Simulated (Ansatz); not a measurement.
## Pulling the pair apart

The pair of NH3 (SMILES N, atoms 1–4) and HCN (SMILES C#N, atoms 5–7), both closed shells, in one local arrangement (a lower one may exist), relaxed at PBE0-D4/def2-TZVP:

```
7
angstrom
N -0.0453 -0.1272 -1.1798
H -0.2182 0.7548 -1.6479
H 0.8219 -0.4957 -1.5528
H -0.7829 -0.7622 -1.4624
C 0.0741 0.2080 1.9288
N 0.1179 0.3308 3.0687
H 0.0325 0.0913 0.8454
```

HCN is shifted rigidly along the line between the mean atom positions of the two fragments (negative: closer). Counterpoise interaction energies in kJ/mol. Computed with Ansatz 0.2.0 (basis: def2-TZVPPD); correlated methods freeze the cores.

```csv
shift (Å),MP2,r2SCAN-D4,PBE-D4
-0.20,-20.6,-25.0,-27.0
-0.10,-24.3,-27.6,-29.7
0.00,-26.1,-28.5,-30.5
0.10,-26.5,-28.3,-30.2
0.24,-25.7,-26.8,-28.6
0.51,-22.2,-22.5,-24.1
1.02,-15.0,-14.8,-15.9
2.04,-6.7,-6.6,-6.8
```

(1) What does CCSD(T) give at these shifts? (An estimate is asked for; the value comes from the calculation.)

The T1 diagnostic stays at or below 0.012. The restricted Hartree–Fock reference is unstable towards an unrestricted one here.

Results:

(1) The calculation gives: -19.9, -23.8, -25.7, -26.2, -25.5, -22.1, -14.9, -6.6 kJ/mol. For zero shift, CCSD(T) at an estimated basis limit (MP2 extrapolated from triple and quadruple zeta, plus CCSD(T) − MP2 in triple zeta) gives -27.3 kJ/mol. These are counterpoise interaction energies, counted from the two frozen fragments.

For scale, one of the runs: CCSD(T)/def2-TZVPPD, 179 basis functions, launched by `ansatz run in.yaml --threads 2 --pin off --events-out ev --progress --plain --max-ram 5222MiB`. Time: 34 s of wall clock on 2 CPU threads of an Arm Neoverse V1; the host was shared. Peak host memory: 1.7 GiB.
